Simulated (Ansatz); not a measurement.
C₃H₃F (`C=C=CF`), relaxed with RKS PBE0-D4/def2-TZVP in Ansatz 0.2.0 from a PBE-D4/def2-SVP geometry. The force threshold is 0.005 eV/Å; the program also tests the step.

The species carries charge 0 and has multiplicity 1.

Start:

```xyz
7

C    -1.304    0.274    0.188
C    -0.028    0.012   -0.005
C     1.249   -0.231   -0.229
F     2.014   -0.984    0.592
H    -1.635    1.156    0.767
H    -2.099   -0.382   -0.212
H     1.804    0.156   -1.101
```

```tsv
step	energy (eV)	largest force (eV/Å)	largest move (Å)
1	-5870.3851	0.607	0.000
2	-5870.4203	0.403	0.038
3	-5870.4216	0.547	0.063
4	-5870.4321	0.165	0.030
5	-5870.4324	0.143	0.001
6 (rejected)	-5870.4323	0.085	0.010
7	-5870.4329	0.008	0.003
8	-5870.4329	0.002	0.002
```

End:

```xyz
7

C    -1.288    0.270    0.187
C    -0.029    0.010   -0.002
C     1.228   -0.224   -0.231
F     1.985   -0.973    0.588
H    -1.607    1.139    0.754
H    -2.065   -0.377   -0.211
H     1.776    0.155   -1.086
```

It took 18 s on 2 threads of an Arm Neoverse V1 on a shared host, with 0.22 GiB of host memory at the peak.
